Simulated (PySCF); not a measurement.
Molecule: SMILES c1n(C)cnc1, C4H6N2.

Structure with atom numbers: `[CH3:1][n:2]1[cH:3][cH:4][n:5][cH:6]1`; H(Xn) means a hydrogen on atom n.

Geometry PBE0-D3(BJ)/def2-SVP throughout; GIAO in PySCF 2.14.0 with density-fitted response routines, gas phase, one conformer, non-relativistic; equivalent atoms averaged; basis pcSseg-2.

For orientation, PBE gives these absolute shieldings σ: C6 38.2, C3 55.9, C1 145.3, N5 -42.9, N2 70.2, H(C6) 24.08, H(C4) 23.96, H(C3) 24.29, H(C1) 27.56 ppm.

A run gave: C6 38.3, C3 55.9, C1 144.8, N5 -42.4, N2 70.1, H(C6) 24.14, H(C4) 24.03, H(C3) 24.37, H(C1) 27.63 ppm (absolute shieldings σ).

Which functional was used in that run?
A. OPBE
B. HF
C. BP86
D. BLYP
E. LDA

Answers

C. C3 tells them apart best: BP86 gives 55.9, LDA gives 51.8, HF gives 65.3, OPBE gives 65.1, BLYP gives 51.4 ppm.
